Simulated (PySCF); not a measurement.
C3H7F, SMILES CC(C)F, point group Cs.

Level: B3LYP/pcSseg-1 in PySCF (density fitting, grid level 2); geometry and Hessian at that level, cubic constants and property derivatives from steps of ±0.6 along each species' dimensionless normal coordinates, second-order vibrational perturbation theory. The parent has the commonest isotopes.

Equilibrium geometry (Å):

| atom | x | y | z |
| --- | --- | --- | --- |
| C1 | 1.2983 | 0.0826 | -0.0604 |
| C2 | -0.0834 | -0.0141 | 0.5573 |
| C3 | -1.2130 | -0.1512 | -0.4453 |
| F4 | -0.3082 | 1.1621 | 1.3042 |
| H5 | 1.5424 | -0.8351 | -0.6080 |
| H6 | 1.3480 | 0.9271 | -0.7570 |
| H7 | 2.0541 | 0.2320 | 0.7172 |
| H8 | -0.1177 | -0.8382 | 1.2824 |
| H9 | -1.1157 | -1.0835 | -1.0136 |
| H10 | -2.1795 | -0.1593 | 0.0686 |
| H11 | -1.2037 | 0.6885 | -1.1494 |

**Question.** Give the equilibrium and ground-state rotational constants (MHz) of parent; ²H at 8.

**Answer.** 
```csv
species,Ae,Be,Ce,A0,B0,C0,Δ0 (u Å²),harmonic ZPE (cm⁻¹)
parent,8689,8031.1,4762.8,8628,7944.9,4716.3,-15.029,20921
²H at 8,8381.9,7768,4762.8,8321.9,7684.6,4715.7,-19.325,20157
```

Δ0 = Ic − Ia − Ib from the ground-state constants.

**Question.** How is the parent's vibrational correction B0 − Be made up?

**Answer.** 
```tsv
axis	harmonic	Coriolis	cubic	total (MHz)
a	18.9	-16.3	-63.5	-61
b	16.5	-8.99	-93.7	-86.1
c	3.89	-3.31	-47	-46.4
```

**Question.** And its quartic centrifugal distortion constants from the harmonic force field?

**Answer.** Asymmetric top, A reduction, IIIr representation: ΔJ = 8.16 kHz, ΔJK = -13.6 kHz, ΔK = 6.6 kHz, δJ = 0.614 kHz, δK = -6.77 kHz.

A mode lies under 250 cm⁻¹, where this perturbation treatment is rough. Internal rotors are held in one well.
